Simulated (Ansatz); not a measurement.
Bulk modulus of some elemental metals

Method: PBEsol in Ansatz (PAW). References are measured values corrected to a static lattice or taken at low temperature (these still hold zero-point motion). The table is a random draw of 6 from 35 solids with such references.

Values in GPa.

| solid | reference | PBEsol | error (%) |
|---|---|---|---|
| hcp Zn | 69.7 (64.7–69.7) | 81.8 | +17.4 |
| bcc V | 161 | 197 | +22 |
| hcp Tl | 37.4 | 36.0 | -3.7 |
| hcp Os | 425 | 431 | +1.4 |
| bcc Na | 7.9 | 7.88 | -0.3 |
| hcp Co | 193 | 242 | +25 |

Over these 6 solids the mean error is +10.4 %, the mean absolute error 11.8 % (median 10.6 %), and the worst case hcp Co at +25 %; the value is above the reference in 4 of 6 cases. Over all 35 the mean error is +5.7 % and the mean absolute error 6.8 % (median 4.2 %).

All these references are brought to a static lattice.

Spin–orbit coupling is left out, also for the solids with elements from indium on (hcp Tl, hcp Os); its size isn't shown.

Brackets give the range of our sources, which can hold other temperatures.

Differences are worked out from the printed values.

Each level is taken at its own relaxed cell. Ansatz's density-functional and Hartree–Fock values are scalar-relativistic unless marked +SOC, with PAW data made under PBE.

Ansatz's runs of these crystals have no spin polarisation, but for hcp Co.

Density-functional runs with spin start from parallel moments for hcp Co.

Not in this set, of the elemental metals with a reference value in our tables and a result at some level: 6 for sources at odds (hcp Be, fcc Ca, antiferromagnetic bcc Cr, bcc Rb, hcp Sc and 1 more); 3 for a reference at room or unstated temperature (double-hcp La, hcp Lu, white tin (β-Sn)). These can be a level's worst cases. Values held back for tests aren't counted. Layered and molecular crystals are counted apart. The metals Ce to Yb are counted apart.

References as tabulated in doi:10.1021/acs.jctc.3c00612; Levämäki et al. (2014), arXiv:1402.3671; Lejaeghere et al. (2013), arXiv:1204.2733; Mejia-Rodriguez and Trickey (2018), arXiv:1807.09216.

Ansatz is an electronic-structure program.
